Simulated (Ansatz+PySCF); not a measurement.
Values are calculated unless marked as measured or tabulated.
Several solutions for singlet CH₃F

```xyz
5

C     0.0000    0.0000   -0.5692
F     0.0000    0.0000    0.6851
H     0.0000   -0.9532   -0.9169
H    -0.8255    0.4766   -0.9169
H     0.8255    0.4766   -0.9169
```

Basis set: def2-SVP (spherical functions). Charge 0, multiplicity 1.

CASSCF(2,2) was run from several starts with Ansatz (development build ahead of 0.2.0) and PySCF 2.14.0. The starts are those of the Hartree–Fock orbitals from which the active space was taken at the frontier.

```csv
run,program,start,converged,energy (hartree),<S²>
A,Ansatz,stability test followed,yes,-138.91960,0.00
B,Ansatz,"atomic start, no search",yes,-138.91960,0.00
C,PySCF,program defaults,yes,-138.91960,0.00
D,Ansatz,search for the lowest state,yes,-138.92468,0.00
```

Task: Which runs reached the lowest solution of this kind, and what is wrong with the others?

Result: D reached the lowest solution found. Converged but too high: A by 0.14 eV, B by 0.14 eV, C by 0.14 eV. Convergence only shows a stationary point; in CASSCF the end hangs on which orbitals enter the active space. Caution: other starts end on other solutions of this active space.
